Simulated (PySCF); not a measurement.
Estimate the missing entries of this data sheet.

Compound: sulfur dicyanide, C₂N₂S.
InChI=1S/C2N2S/c3-1-5-2-4

```tsv
property	level	value
point group	PBE0-D3(BJ)/def2-TZVP	?
rotational constants A, B, C	PBE0-D3(BJ)/def2-TZVP	?
dipole moment	B97-2/pcSseg-2	3.05 D
HOMO energy	B97-2/pcSseg-2	-8.71 eV
LUMO energy	B97-2/pcSseg-2	?
13C chemical shifts (computed TMS as zero) by class	GIAO B97-2/pcSseg-2	?
isotropic shieldings of nuclei other than C and H, by class	GIAO B97-2/pcSseg-2	-85 (2 N), 524 (1 S) ppm
```

The electronic properties come from PySCF, for the isolated species, density fitting. Geometry: PBE0-D3(BJ)/def2-TZVP; no solvent, vibrations or thermal averaging.

(1) What are the rotational constants A, B, C?

(2) The LUMO energy?

(3) What are the 13C chemical shifts (computed TMS as zero) by class?

(4) The point group?

## Answers

(1) 10.535, 2.839, 2.236 GHz.

(2) -2.04 eV.

(3) 105.6 (2 C) ppm.

(4) C2v.

The dipole equals about 10.2 × 10⁻³⁰ C·m (1 D = 3.33564 × 10⁻³⁰ C·m). A dipole of 3.05 D is allowed in C2v, and pure rotational transitions are dipole-allowed. With B = h/(8π²I), that is 505.379 GHz u Å² over I, the principal moments of inertia are 48.0, 178.0 and 226.0 u Å² (most abundant isotopes). The rotational constants make it an asymmetric top with κ = (2B − A − C)/(A − C) = -0.85, nearer the prolate limit (−1).
